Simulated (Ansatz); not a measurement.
Consider the formal hydrolysis of a C–F bond: `C=C(F)NC` + H₂O → `C=C(O)NC` + H–F.

Calculated with Ansatz (gas phase, PBE0-D4/def2-TZVP geometries, no zero-point term in ΔE). CBS: MP2 limit from def2 TZ/QZ plus the TZ coupled-cluster correction, frozen cores. This one scheme is used for every species. Functionals use def2-TZVPP. Each species was taken in one conformer, which may not be the lowest.

```csv
level,ΔE (eV)
PBE-D4,-0.20
revPBE-D4,-0.22
LC-ωPBE,-0.20
CCSD/def2-SVP,-0.19
HF/def2-TZVPP,-0.14
MP2/def2-QZVPP,-0.29
HF/CBS(def2),-0.14
MP2/CBS(def2),-0.30
```

**Question.** What does CCSD(T)/CBS give? (An estimate is asked.)

**Answer.** Ansatz gave: -0.23 eV. The listed levels differ from it by 0.03, 0.01, 0.03, 0.04, 0.09, -0.06, 0.09, -0.07 eV.

Largest T1 diagnostic among the species: 0.011.

At CCSD(T), def2-SVP lies +0.04 eV from the extrapolated value and def2-TZVPP +0.02 eV. From r2SCAN to r2SCAN0 (25 % exact exchange), in def2-TZVPP and without D4, ΔE moves by −0.04 eV. In def2-TZVPP, CCSD(T) changes the Hartree–Fock value by −0.08 eV (the triples alone add −0.01 eV) and MP2 by −0.15 eV.
